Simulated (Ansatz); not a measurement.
# H₃MgNS (SMILES [NH2][Mg][SH]): one structure at several levels

How do the functionals fare away from a minimum? The structure is a structure displaced at random from a GFN2-xTB minimum.

The runs use Ansatz 0.2.0, Gaussian basis; single points in def2-TZVPP.

Cores are frozen in the correlated methods. The outer core shell of Li, Na, Mg and K is correlated.

### 1 The starting structure

6 atoms, charge 0, spin multiplicity 1.

Atoms are counted from 1 here; the program's logs count them from 0.

Bond lengths: N1–Mg2 1.847 Å, N1–H4 1.006 Å, N1–H5 1.035 Å, Mg2–S3 2.323 Å, S3–H6 1.344 Å. Angles: Mg2–N1–H4 120.3°, Mg2–N1–H5 119.2°, H4–N1–H5 104.6°, N1–Mg2–S3 176.4°, Mg2–S3–H6 91.8°.

Coordinates:

```csv
atom,x (Å),y (Å),z (Å)
N1,-1.1851,0.2468,-0.9927
Mg2,-0.1127,0.0244,0.4942
S3,1.3519,-0.2378,2.2779
H4,-1.0078,0.9971,-1.6389
H5,-1.3912,-0.5709,-1.5927
H6,2.3769,-0.5098,1.4522
```

### 2 CCSD(T)/def2-TZVPP

Input file run/in.yaml:

```yaml
crystal:
  periodic: [false, false, false]
  atoms:
    - {symbol: N, position_ang: [-1.185100, 0.246800, -0.992700]}
    - {symbol: Mg, position_ang: [-0.112700, 0.024400, 0.494200]}
    - {symbol: S, position_ang: [1.351900, -0.237800, 2.277900]}
    - {symbol: H, position_ang: [-1.007800, 0.997100, -1.638900]}
    - {symbol: H, position_ang: [-1.391200, -0.570900, -1.592700]}
    - {symbol: H, position_ang: [2.376900, -0.509800, 1.452200]}
basis:
  gaussian: {orbitals: def2-TZVPP}
correlation: {method: ccsd_t}
output: {forces: true}
```

The command line of these runs was not kept.

### 3 PBE0-D4/def2-TZVPP

run/in.yaml, as its differences from that of step 2:

```diff
@@ -11,3 +11,3 @@
   gaussian: {orbitals: def2-TZVPP}
-correlation: {method: ccsd_t}
-output: {forces: true}
+hamiltonian: {xc: pbe0, dispersion: d4}
+output: {forces: true, orbitals: {seedname: orbitals}}
```

### 4 wB97M-V/def2-TZVPP

run/in.yaml, as its differences from that of step 3:

```diff
@@ -11,3 +11,3 @@
   gaussian: {orbitals: def2-TZVPP}
-hamiltonian: {xc: pbe0, dispersion: d4}
-output: {forces: true, orbitals: {seedname: orbitals}}
+hamiltonian: {xc: {name: wB97M-V}}
+output: {forces: true}
```

### 5 r2SCAN-D4/def2-TZVPP

run/in.yaml, as its differences from that of step 4:

```diff
@@ -11,3 +11,3 @@
   gaussian: {orbitals: def2-TZVPP}
-hamiltonian: {xc: {name: wB97M-V}}
+hamiltonian: {xc: r2scan, dispersion: d4}
 output: {forces: true}
```

### 6 PBE-D4/def2-TZVPP

run/in.yaml, as its differences from that of step 5:

```diff
@@ -11,3 +11,3 @@
   gaussian: {orbitals: def2-TZVPP}
-hamiltonian: {xc: r2scan, dispersion: d4}
+hamiltonian: {xc: pbe, dispersion: d4}
 output: {forces: true}
```

### 7 r2SCAN0-D4/def2-TZVPP

run/in.yaml, as its differences from that of step 6:

```diff
@@ -11,3 +11,3 @@
   gaussian: {orbitals: def2-TZVPP}
-hamiltonian: {xc: pbe, dispersion: d4}
+hamiltonian: {xc: {name: r2SCAN0}, dispersion: d4}
 output: {forces: true}
```

### 8 BLYP-D4/def2-TZVPP

run/in.yaml, as its differences from that of step 7:

```diff
@@ -11,3 +11,3 @@
   gaussian: {orbitals: def2-TZVPP}
-hamiltonian: {xc: {name: r2SCAN0}, dispersion: d4}
+hamiltonian: {xc: {name: BLYP}, dispersion: d4}
 output: {forces: true}
```

(Steps that only read results are left out.)

Before running it: what results should come out? Wanted: energy less free atoms, CCSD(T)/def2-TZVPP; RMS force component; RMS force error; HOMO and LUMO, PBE0-D4; T1 diagnostic.

The runs gave:

```
                                  quantity                                                                                              value
energy less free atoms, CCSD(T)/def2-TZVPP                                                                                     -1618.4 kJ/mol
                       RMS force component                                                               0.511 to 0.567 eV/Å over the methods
                           RMS force error  PBE0-D4 0.038, wB97M-V 0.038, r2SCAN-D4 0.029, PBE-D4 0.173, r2SCAN0-D4 0.108, BLYP-D4 0.173 eV/Å
                    HOMO and LUMO, PBE0-D4                                                                                 -6.75 and -1.16 eV
                             T1 diagnostic                                                                                              0.009
```

Against CCSD(T) the functionals' energies less atoms differ by -88.7 to -34.6 kJ/mol, PBE-D4 by -88.7 kJ/mol. A larger basis would deepen the CCSD(T) value, while the functionals are nearly converged already, so the order here is not reliable. The forces of r2SCAN-D4 come nearest to CCSD(T), those of PBE-D4 are farthest. Frozen-core CCSD(T) forces in triple zeta carry basis errors of their own, and this is one geometry, so small gaps rank nothing.
